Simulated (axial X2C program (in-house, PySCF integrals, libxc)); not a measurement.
# SF⁻: bond curves with and without spin–orbit coupling

Aim: find the lowest determinant of SF⁻, scan the bond at several levels and fit the constants, once spin-free and once with spin–orbit coupling.

Computed with an in-house X2C program for linear molecules on PySCF integrals. Level: all-electron X2C, S dyall-av3z, F dyall-av3z.

All values are calculated.

### 1 Input

task.json reads:

```json
{"zs": [16, 9], "q": -1, "bas": ["dyall-av3z", "dyall-av3z"], "levels": ["PBE0", "HF", "PW91"], "cc": true, "r0": 1.67, "thr": -2.0, "nmax": 90, "npts": 10, "nst": 2, "ntry": 6}
```

Keys: zs atomic numbers; q charge; bas basis sets; levels methods (HF also brings MP2); cc coupled cluster on or off; r0 starting distance in Å; thr threshold in hartree for freezing inner shells (an s shell follows its p shell); nmax most natural virtual spinors; npts points asked for on the curve; nst determinants followed; ntry starts of the search.

Started as:

```
$ python so2c.py task.json out
```

Spin-free means the one-electron spin-free X2C Hamiltonian; two-component (2c) means X2C with spin–orbit coupling and atomic mean-field two-electron Coulomb and Gaunt terms. Basis: S dyall-av3z contracted to [9s8p3d2f], F dyall-av3z contracted to [7s6p3d2f]; Gaussian nuclei, density fitting. Masses: S 31.972 u, F 18.998 u.

Notation: σ, π±, δ± give the projection m of an orbital's angular momentum (0, ±1, ±2), α and β its spin, Λ and M_S the sums; ω is the projection of a spinor's total angular momentum and Ω the sum. Logs are in hartree.

The results follow Hamiltonian by Hamiltonian and level by level.

### 2 Search for the lowest determinant

PBE0 moves the distance from 1.670 Å to 1.721 Å and compares determinants there.

Spin-free determinants:

| ΔE (eV) | state | open shells |
| --- | --- | --- |
| 0.00 | M_S = 0, Λ = 0 | closed shell |
| 2.02 | M_S = 1, Λ = 1 | beyond closed shells: σα, π+α, π+β, π-α |
| 2.29 | M_S = 0, Λ = 1 | beyond closed shells: σβ, π+α, π+β, π-α |
| 4.09 | M_S = 1, Λ = 2 | beyond closed shells: 2 × π+α, π+β, π-α |
| 4.09 | M_S = 1, Λ = 0 | beyond closed shells: π+α, π+β, 2 × π-α |
| 4.12 | M_S = 0, Λ = 2 | beyond closed shells: π+α, 2 × π+β, π-α |

Two-component determinants:

```tsv
ΔE (eV)	state	open shells
0.00	Ω = 0	closed shell
2.00	Ω = 2	excess of +ω over −ω: ω = 1/2, ω = 3/2
2.27	Ω = 1	excess of +ω over −ω: ω = -1/2, ω = 3/2
2.32	Ω = 1	excess of +ω over −ω: 2 × ω = 1/2
4.06	Ω = 3	excess of +ω over −ω: 2 × ω = 3/2
4.12	Ω = 1	excess of +ω over −ω: ω = -1/2, ω = 3/2
4.15	Ω = 2	excess of +ω over −ω: ω = 1/2, ω = 3/2
```

### 3 PBE0, spin-free

State followed: M_S = 0, Λ = 0 (closed shell). The scan is laid around 1.721 Å, a first estimate of the minimum, and this SCF restarts from the orbitals of the search.

Output at 1.721 Å:

```text
spin-free X2C-1e  PBE0
basis functions 116  fitting functions 591  grid points 4353
iter        total energy     max residual
   1       -499.060341023     1.16e-05
   2       -499.060341014     2.29e-05
   3       -499.060341027     1.48e-06
   4       -499.060341027     7.03e-07
converged
one-electron -786.10679230  Coulomb 278.98774710  exact exchange -8.83443432  xc functional -27.38432714  nuclear repulsion 44.27746564
```

Along the bond, energies from the lowest point:

| R (Å) | E (eV) | μ (D) | HOMO (eV) | LUMO (eV) | iterations |
| --- | --- | --- | --- | --- | --- |
| 1.497 | 0.7139 | 2.58 | 0.51 | 4.36 | 11 |
| 1.566 | 0.2960 | 2.16 | 0.33 | 4.36 | 11 |
| 1.618 | 0.1173 | 1.86 | 0.21 | 4.32 | 10 |
| 1.669 | 0.0252 | 1.58 | 0.08 | 4.24 | 10 |
| 1.721 | 0.0000 | 1.31 | -0.05 | 4.11 | 4 |
| 1.781 | 0.0341 | 1.01 | -0.19 | 3.91 | 10 |
| 1.841 | 0.1185 | 0.72 | -0.33 | 3.66 | 10 |
| 1.919 | 0.2773 | 0.37 | -0.50 | 3.30 | 10 |
| 2.014 | 0.5183 | -0.04 | -0.70 | 2.82 | 10 |
| 2.151 | 0.9066 | -0.60 | -0.97 | 2.16 | 11 |

Dipoles are positive if F is the positive end and refer to the centre of mass.

Outer orbitals at the reference distance:

```tsv
symmetry	occupied	ε (eV)	atomic character
σα	yes	-26.37	80% F s, 6% S p, 6% S d
σα	yes	-12.04	60% S s, 31% F p, 5% F s
σα	yes	-6.12	54% F p, 24% S p, 18% S s
π-α	yes	-5.79	87% F p, 8% S p, 3% S d
π+α	yes	-5.79	87% F p, 8% S p, 3% S d
π+α	yes	-0.05	84% S p, 9% F p, 3% F d
π-α	yes	-0.05	84% S p, 9% F p, 3% F d
σα	no	4.11	77% S p, 9% F p, 7% S d
σα	no	4.68	86% S s, 10% F p
π-α	no	4.98	97% S p, 2% F p
π+α	no	4.98	97% S p, 2% F p
```

PBE0 fields in the half plane through the axis: z from -2.4 to 3.9 Å across, distance from the axis 0.15 to 2.25 Å upwards; S lies at z = 0 and F at z = 1.721 Å; the ELF is damped to zero where the density is low.

log10 density (e/bohr³). Ten even steps from ' ' (-5.37 ) to '@' (1.22 ):
```
..::::--------------------::::::......      
::::------============--------::::::::....  
::::----======++++++======----------::::..  
::----====++++++++++++============----::....
::----==++++********++++++++++++++==----::..
::----==++++********************++++==--::..
::----==++****######****########**++==--::::
::----==++****%%@@%%****##%%%%##**++==--::::
```

ELF. Ten even steps from ' ' (0.00 ) to '@' (0.94 ):
```
      ..::--++++++==::                      
      ..--++######**--                      
      ::==##%%%%%%##==..                    
      ::++##@@@@@@%%++..    ::::::..        
      ::++%%@@@@@@@@**....--++++==::        
      ..==%%@@@@@@%%**::==##%%%%**--..      
      ..--**##......====##%%@@@@##==..      
        ::==..**####..**%%--..%%##==..      
```

Re = 1.718 Å, ωe = 664 cm⁻¹, ωexe = 3.94 cm⁻¹, Be = 0.4791 cm⁻¹, De = 2.54 eV, μ = 1.32 D.

### 4 HF, spin-free

Output at 1.721 Å:

```text
spin-free X2C-1e  HF
basis functions 116  fitting functions 591  grid points 4353
iter        total energy     max residual
   1       -498.179316847     6.46e-02
   2       -498.195204095     4.93e-03
   3       -498.195910455     2.55e-03
   4       -498.196068453     8.55e-04
   5       -498.196096285     2.90e-04
   6       -498.196100271     1.17e-04
   7       -498.196101128     3.89e-05
   8       -498.196101202     4.45e-06
   9       -498.196101204     8.81e-07
converged
one-electron -786.09761699  Coulomb 279.04232172  exact exchange -35.41827158  xc functional 0.00000000  nuclear repulsion 44.27746564
```

Re = 1.689 Å, ωe = 707 cm⁻¹, ωexe = 4.49 cm⁻¹, Be = 0.4961 cm⁻¹, De = 1.44 eV, μ = 1.10 D.

### 5 PW91, spin-free

Output at 1.721 Å:

```text
spin-free X2C-1e  PW91
basis functions 116  fitting functions 591  grid points 4353
iter        total energy     max residual
   1       -499.270059724     3.70e-02
   2       -499.272856182     4.26e-03
   3       -499.270864749     1.07e-02
   4       -499.273275769     1.08e-03
   5       -499.273290195     7.84e-04
   6       -499.273302155     4.08e-05
   7       -499.273302191     1.34e-05
   8       -499.273302195     3.38e-06
   9       -499.273302195     5.85e-07
converged
one-electron -785.99554780  Coulomb 278.85866515  exact exchange 0.00000000  xc functional -36.41388519  nuclear repulsion 44.27746564
```

Re = 1.752 Å, ωe = 612 cm⁻¹, ωexe = 3.85 cm⁻¹, Be = 0.461 cm⁻¹, De = 2.65 eV, μ = 1.34 D.

### 6 Correlated methods, spin-free

Correlated methods: 14 electrons correlated (frozen shells, counted by type: S 2 s, 1 p; F 1 s), 194 virtual spinors in MP2, 90 natural virtuals in coupled cluster.

Output of the correlated part at 1.721 Å:

```text
correlated 14  virtual 194  natural virtual 90  E(MP2) -0.453680683  MP2 remainder -0.026141440
iter   CCSD correlation   residual
   1     -0.431235036   1.27e-01
   2     -0.442145410   4.97e-02
   3     -0.444854018   1.87e-02
   4     -0.444791136   5.27e-03
   5     -0.444819173   1.79e-03
   6     -0.444819673   5.30e-04
   7     -0.444815895   1.73e-04
   8     -0.444817170   5.11e-05
   9     -0.444816598   1.63e-05
  10     -0.444816573   4.58e-06
  11     -0.444816471   1.61e-06
  12     -0.444816465   5.43e-07
(T) -0.016224994  T1 0.0179  D1 0.0349  max T2 0.077
```

T1 in the output is the amplitude norm over the root of the electron number; divide by √2 for the Lee–Taylor value.

MP2: Re = 1.729 Å, ωe = 658 cm⁻¹, Be = 0.473 cm⁻¹, De = 2.29 eV.

CCSD: Re = 1.725 Å, ωe = 660 cm⁻¹, Be = 0.4752 cm⁻¹, De = 2.32 eV. T1 at Re = 0.013 (Lee–Taylor, the printed value over √2).

CCSD(T): No constants are quoted: the points don't follow one smooth fit.

### 7 A higher determinant, spin-free

State: M_S = 1, Λ = 1 (beyond closed shells: σα, π+α, π+β, π-α).

Output at the reference distance:

```text
spin-free X2C-1e  PBE0
basis functions 116  fitting functions 591  grid points 4353
iter        total energy     max residual
   1       -498.986047336     1.15e-05
   2       -498.986047337     2.15e-05
   3       -498.986047341     4.23e-06
   4       -498.986047342     2.51e-06
converged
one-electron -785.50244446  Coulomb 278.43617188  exact exchange -8.82936945  xc functional -27.36787096  nuclear repulsion 44.27746564
```

```
R (Å)  E above the lowest PBE0 point (eV)
1.497                               3.160
1.566                               2.718
1.618                               2.451
1.669                               2.221
1.721                               2.022
1.781                               1.825
1.841                               1.666
1.919                               1.514
2.014                               1.400
```

No constants are quoted: the lowest point is the long end of the scan.

### 8 The spin-free curves together

Energy (eV) of the followed determinant, spin-free, from each level's lowest point:

| R (Å) | PBE0 | HF | MP2 | CCSD | CCSD(T) | PW91 |
| --- | --- | --- | --- | --- | --- | --- |
| 1.497 | 0.714 | 0.575 | 0.779 | n/a | n/a | 0.849 |
| 1.566 | 0.296 | 0.203 | 0.337 | 0.327 | 0.354 | 0.391 |
| 1.618 | 0.117 | 0.059 | 0.143 | 0.137 | 0.155 | 0.181 |
| 1.669 | 0.025 | 0.000 | 0.037 | 0.034 | 0.043 | 0.058 |
| 1.721 | 0.000 | 0.007 | 0.000 | 0.000 | 0.000 | 0.001 |
| 1.781 | 0.034 | 0.075 | 0.023 | 0.028 | 0.009 | 0.000 |
| 1.841 | 0.119 | 0.191 | 0.099 | 0.104 | 0.073 | 0.050 |
| 1.919 | 0.277 | 0.384 | 0.251 | 0.254 | 0.208 | 0.167 |
| 2.014 | 0.518 | 0.658 | 0.491 | n/a | n/a | 0.361 |
| 2.151 | 0.907 | 1.075 | 0.891 | n/a | n/a | 0.688 |

### 9 PBE0, 2c

State followed: Ω = 0 (closed shell). The scan is laid around 1.721 Å, a first estimate of the minimum, and this SCF restarts from the orbitals of the search.

The SCF at the reference distance of 1.721 Å:

```text
two-component X2C + atomic mean field  PBE0
basis functions 116  fitting functions 591  grid points 4353
iter        total energy     max residual
   1       -498.993238412     2.72e-05
   2       -498.993238441     3.27e-05
   3       -498.993238469     7.07e-06
   4       -498.993238474     4.50e-06
   5       -498.993238477     7.60e-07
   6       -498.993238477     1.21e-07
converged
one-electron -785.92736862  Coulomb 278.93578241  exact exchange -8.83274464  xc functional -27.37905581  nuclear repulsion 44.27746564  atomic mean-field constant -0.06731746
```

Along the bond, energies from the lowest point:

```
R (Å)  E (eV)  μ (D)  HOMO (eV)  LUMO (eV)  iterations
1.497  0.7151   2.58       0.53       4.38          11
1.566  0.2967   2.16       0.36       4.38          11
1.618  0.1178   1.87       0.23       4.33          10
1.669  0.0255   1.58       0.10       4.24          10
1.721  0.0000   1.31      -0.02       4.11           6
1.781  0.0338   1.01      -0.16       3.91          10
1.841  0.1180   0.72      -0.30       3.67          10
1.919  0.2764   0.37      -0.48       3.30          10
2.014  0.5169  -0.04      -0.67       2.82          10
2.151  0.9045  -0.60      -0.95       2.16          13
```

Dipoles are positive if F is the positive end and refer to the centre of mass.

Outer spinors at the reference distance:

```csv
ω,occupied,ε (eV),atomic character,λ mixture
1/2,yes,-26.37,"80% F s, 6% S p, 6% S d",100% σ
1/2,yes,-12.05,"60% S s, 31% F p, 5% F s",100% σ
1/2,yes,-6.12,"54% F p, 24% S p, 18% S s",100% σ
1/2,yes,-5.80,"87% F p, 8% S p, 3% S d",100% π
3/2,yes,-5.77,"87% F p, 8% S p, 3% S d",100% π
1/2,yes,-0.07,"84% S p, 9% F p, 3% F d",100% π
3/2,yes,-0.02,"84% S p, 9% F p, 3% F d",100% π
1/2,no,4.11,"77% S p, 9% F p, 7% S d",100% σ
1/2,no,4.70,"86% S s, 10% F p",100% σ
1/2,no,4.98,"97% S p, 2% F p",100% π
3/2,no,4.99,"97% S p, 2% F p",100% π
```

PBE0 fields in the half plane through the axis: z from -2.4 to 3.9 Å across, distance from the axis 0.15 to 2.25 Å upwards; S lies at z = 0 and F at z = 1.721 Å; the ELF is damped to zero where the density is low.

log10 density (e/bohr³). Ten even steps from '0' (-5.37 ) to '9' (1.22 ):
```
1223333333333222111000
2233344444433332222110
2233444555444333332210
2334455555544444433211
2334556666555555543321
2334556666666666554321
2334566777667777654322
2334566898667887654322
```

ELF. Ten even steps from '0' (0.00 ) to '9' (0.94 ):
```
0001235554200000000000
0001357776300000000000
0002478887410000000000
0002579998510022210000
0002589999611355420000
0001489998624788631000
0001367111447899741000
0000241677168318741000
```

Re = 1.719 Å, ωe = 663 cm⁻¹, ωexe = 3.94 cm⁻¹, Be = 0.4789 cm⁻¹, De = 2.54 eV, μ = 1.32 D.

### 10 HF, 2c

Output at 1.721 Å:

```text
two-component X2C + atomic mean field  HF
basis functions 116  fitting functions 591  grid points 4353
iter        total energy     max residual
   1       -498.112416578     6.46e-02
   2       -498.128298834     4.93e-03
   3       -498.129005034     2.55e-03
   4       -498.129162938     8.56e-04
   5       -498.129190747     2.89e-04
   6       -498.129194728     1.17e-04
   7       -498.129195584     3.89e-05
   8       -498.129195659     4.52e-06
   9       -498.129195660     1.38e-06
converged
one-electron -785.91821829  Coulomb 278.99037332  exact exchange -35.41149888  xc functional 0.00000000  nuclear repulsion 44.27746564  atomic mean-field constant -0.06731746
```

Re = 1.689 Å, ωe = 707 cm⁻¹, ωexe = 4.49 cm⁻¹, Be = 0.496 cm⁻¹, De = 1.44 eV, μ = 1.10 D.

### 11 PW91, 2c

The SCF at the reference distance of 1.721 Å:

```text
two-component X2C + atomic mean field  PW91
basis functions 116  fitting functions 591  grid points 4353
iter        total energy     max residual
   1       -499.202819322     3.70e-02
   2       -499.205615148     4.25e-03
   3       -499.203625017     1.07e-02
   4       -499.206034754     1.08e-03
   5       -499.206049179     7.87e-04
   6       -499.206061180     4.09e-05
   7       -499.206061216     1.34e-05
   8       -499.206061220     3.37e-06
   9       -499.206061220     5.85e-07
converged
one-electron -785.81594466  Coulomb 278.80650546  exact exchange 0.00000000  xc functional -36.40677021  nuclear repulsion 44.27746564  atomic mean-field constant -0.06731746
```

Re = 1.752 Å, ωe = 612 cm⁻¹, ωexe = 3.85 cm⁻¹, Be = 0.4609 cm⁻¹, De = 2.65 eV, μ = 1.34 D.

### 12 Correlated methods, 2c

Correlated methods: 14 electrons correlated (frozen shells, counted by type: S 2 s, 1 p; F 1 s), 194 virtual spinors in MP2, 90 natural virtuals in coupled cluster.

Output of the correlated part at 1.721 Å:

```text
correlated 14  virtual 194  natural virtual 90  E(MP2) -0.453642332  MP2 remainder -0.026241122
iter   CCSD correlation   residual
   1     -0.431062830   1.27e-01
   2     -0.441990181   4.97e-02
   3     -0.444704060   1.87e-02
   4     -0.444640394   5.27e-03
   5     -0.444669104   1.80e-03
   6     -0.444669706   5.32e-04
   7     -0.444665853   1.74e-04
   8     -0.444667137   5.19e-05
   9     -0.444666565   1.72e-05
  10     -0.444666545   6.00e-06
(T) -0.016280501  T1 0.0179  D1 0.0350  max T2 0.077
```

MP2: Re = 1.730 Å, ωe = 657 cm⁻¹, Be = 0.4729 cm⁻¹, De = 2.26 eV.

CCSD: Re = 1.726 Å, ωe = 659 cm⁻¹, Be = 0.475 cm⁻¹, De = 2.31 eV. T1 at Re = 0.013 (Lee–Taylor, the printed value over √2).

CCSD(T): Re = 1.741 Å, ωe = 632 cm⁻¹, Be = 0.4669 cm⁻¹, De = 2.33 eV. T1 at Re = 0.013 (Lee–Taylor, the printed value over √2).

### 13 A higher determinant, 2c

State: Ω = 2 (excess of +ω over −ω: ω = 1/2, ω = 3/2).

Output at the reference distance:

```text
two-component X2C + atomic mean field  PBE0
basis functions 116  fitting functions 591  grid points 4353
iter        total energy     max residual
   1       -498.919769803     2.67e-05
   2       -498.919769802     3.33e-05
   3       -498.919769823     6.48e-06
   4       -498.919769824     2.62e-06
converged
one-electron -785.32626187  Coulomb 278.38675222  exact exchange -8.82771487  xc functional -27.36269349  nuclear repulsion 44.27746564  atomic mean-field constant -0.06731746
```

```
R (Å)  E above the lowest PBE0 point (eV)
1.497                               3.140
1.566                               2.696
1.618                               2.429
1.669                               2.198
1.721                               1.999
1.781                               1.803
1.841                               1.644
1.919                               1.492
2.014                               1.378
```

No constants are quoted: the lowest point is the long end of the scan.

### 14 The 2c curves together

Energy (eV) of the followed determinant, 2c, from each level's lowest point:

| R (Å) | PBE0 | HF | MP2 | CCSD | CCSD(T) | PW91 |
| --- | --- | --- | --- | --- | --- | --- |
| 1.497 | 0.715 | 0.576 | 0.780 | n/a | n/a | 0.851 |
| 1.566 | 0.297 | 0.203 | 0.338 | 0.327 | 0.355 | 0.392 |
| 1.618 | 0.118 | 0.059 | 0.144 | 0.137 | 0.156 | 0.182 |
| 1.669 | 0.025 | 0.000 | 0.037 | 0.034 | 0.045 | 0.058 |
| 1.721 | 0.000 | 0.006 | 0.000 | 0.000 | 0.000 | 0.002 |
| 1.781 | 0.034 | 0.075 | 0.022 | 0.027 | 0.009 | 0.000 |
| 1.841 | 0.118 | 0.190 | 0.098 | 0.103 | 0.073 | 0.050 |
| 1.919 | 0.276 | 0.383 | 0.250 | 0.252 | 0.208 | 0.166 |
| 2.014 | 0.517 | 0.656 | 0.489 | n/a | n/a | 0.360 |
| 2.151 | 0.905 | 1.072 | 0.889 | n/a | n/a | 0.686 |

Time for the job: 83 s (1 thread of Arm Neoverse V2, shared host).

### 15 What came out

Lowest determinant that the search found at its distance, spin-free: M_S = 0, Λ = 0 (closed shell).

Lowest determinant that the search found at its distance, 2c: Ω = 0 (closed shell).

| Hamiltonian | level | Re (Å) | ωe (cm⁻¹) | De (eV) | μ (D) |
| --- | --- | --- | --- | --- | --- |
| spin-free | PBE0 | 1.718 | 664 | 2.54 | 1.32 |
| spin-free | HF | 1.689 | 707 | 1.44 | 1.10 |
| spin-free | MP2 | 1.729 | 658 | 2.29 | n/a |
| spin-free | CCSD | 1.725 | 660 | 2.32 | n/a |
| spin-free | PW91 | 1.752 | 612 | 2.65 | 1.34 |
| 2c | PBE0 | 1.719 | 663 | 2.54 | 1.32 |
| 2c | HF | 1.689 | 707 | 1.44 | 1.10 |
| 2c | MP2 | 1.730 | 657 | 2.26 | n/a |
| 2c | CCSD | 1.726 | 659 | 2.31 | n/a |
| 2c | CCSD(T) | 1.741 | 632 | 2.33 | n/a |
| 2c | PW91 | 1.752 | 612 | 2.65 | 1.34 |

Dipoles are positive if F is the positive end and refer to the centre of mass. No constants: spin-free CCSD(T) (the points don't follow one smooth fit).

Time per point (s) on 1 thread of Arm Neoverse V2, shared host (2c runs; CCSD comes with the CCSD(T) run); the times are rough: PBE0 0.13, HF 0.062, MP2 0.19, CCSD(T) 4, PW91 0.12.

In words: At CCSD, going from spin-free to two-component changes Re by 0 mÅ, ωe by -0.2 %; the spin-free picture holds up (part of it comes from the scalar share of the two-electron terms). De moves by -0.01 eV; both De rest on single-determinant atoms, which can miss part of an open shell's spin–orbit lowering.

De refers to S + F-, each in the lowest determinant found, which need not be this curve's own limit. The state is a single determinant with fixed occupations, the lowest that a limited PBE0 search found. Closed shells are restricted here (equal orbitals for both partners), which fails at long range if the bond breaks into open shells. De is counted from the lowest determinant-based energies of the atoms at the same level, without counterpoise correction. Coupled cluster ran in a truncated set of natural virtual spinors; the MP2 energy of the rest was added.
